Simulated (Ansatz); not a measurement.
## ZrNi5: computed properties

Method: DFT r2SCAN, scalar-relativistic, plane waves, PAW in Ansatz.

Cutoff 500 eV; k points 10×10×10 on the computed 6-atom cell (Γ-centred); Gaussian smearing, width 0.10 eV; collinear spin from starting moments -0.13 0.76 0.35 0.35 0.35 0.35 μB.

The structure is relaxed at this level of theory with its symmetry kept. Whether it is the stable form of this composition wasn't checked.

```
Zr Ni
1.0
     0.00000    3.32396    3.32396
     3.32396    0.00000    3.32396
     3.32396    3.32396    0.00000
Zr Ni
1 5
Direct
  0.00000 0.00000 0.00000
  0.75000 0.75000 0.75000
  0.37650 0.87049 0.37650
  0.37650 0.37650 0.87049
  0.37650 0.37650 0.37650
  0.87049 0.37650 0.37650
```

| Quantity | Value |
| --- | --- |
| Space group | F-43m (No. 216) |
| Volume per atom | 12.24 Å³ |
| Formation energy from the elements' standard states (uncorrected) | -0.304 eV/atom |
| Generalised Kohn–Sham band gap | none (metal) |
| Density of states at the Fermi level | 5.23 states/eV per cell |
| Löwdin character within 0.5 eV of the Fermi level | Ni 3d 82 %, Zr 4d 8 % |
| Bader charges (e) | Zr (1 in the cell) 1.70, Ni (1 in the cell) -0.16, Ni (4 in the cell) -0.38 |
| Total moment | 1.55 μB per cell |
| Site moments (μB; atoms counted from 1 over the whole cell) | Zr (atom 1) -0.11, Ni (atom 2) 0.69, Ni (atom 3) 0.32, Ni (atom 4) 0.32, Ni (atom 5) 0.32, Ni (atom 6) 0.32 |

The state reached may not be the lowest one.

Only this magnetic start was tried.

Cost: 1 run of about 5.1 core-minutes, on Intel Xeon Platinum 8259CL (Skylake/Cascade Lake) (shared hosts).